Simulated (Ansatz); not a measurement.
SnH⁻, singlet: reading a ladder of total energies

Geometry: that of the SnH⁻, triplet, kept fixed. The triplet lies 0.8 eV lower here.

```xyz
2

Sn    0.0000    0.0000    0.0000
H     0.0000    0.0000    1.8112
```

Basis def2-SVPD with its core potentials; Ansatz 0.2.0. Only valence electrons are correlated (noble-gas cores and the filled d shells of p-block atoms frozen), which leaves 6 electrons in 31 orbitals. R marks a restricted (for open shells ROHF) determinant. No spin–orbit coupling is included; scalar relativity enters through the core potentials alone.

Full CI is exact within this basis and frozen core; it isn't the basis-set limit.

The determinant fills πx and πy unequally, so it is a mixture of Σ and Δ, which weighs on every level built on one determinant.

RCCSD has a T1 diagnostic of 0.014 and a largest doubles amplitude of 0.35.

Runs differ by some tens of microhartree through their thresholds, so steps under 0.03 kcal/mol mean nothing.

```
     level  total energy (hartree)
       RHF             -213.869523
      RMP2             -213.946439
     RCCSD             -213.972582
  RCCSD(T)             -213.977334
   RCCSDT*             -213.981859
RCCSDT(Q)*             -213.982596
  RCCSDTQ*             -213.982424
   full CI             -213.982434
```

Task: What is the correlation energy at full CI, and what share of it do RMP2 and RCCSD recover?

Result: E(corr) = -213.982434 − (-213.869523) = -0.112911 hartree = -3.072 eV. RMP2: -0.076916 / -0.112911 = 68.12 %. RCCSD: -0.103059 / -0.112911 = 91.27 %.

Task: By how many kcal/mol does RCCSD(T) miss full CI (1 hartree = 627.509 kcal/mol), and which steps make up the rest?

Result: -213.977334 − (-213.982434) = 0.005100 hartree = 3.20 kcal/mol. Steps: RCCSDT − RCCSD(T) = -2.84, RCCSDT(Q) − RCCSDT = -0.46, RCCSDTQ − RCCSDT(Q) = 0.11, full CI − RCCSDTQ = -0.01 kcal/mol. With more than one leading determinant such errors change with state and geometry, and needn't cancel in differences.

An asterisk marks runs whose energy the program itself flagged as in doubt.
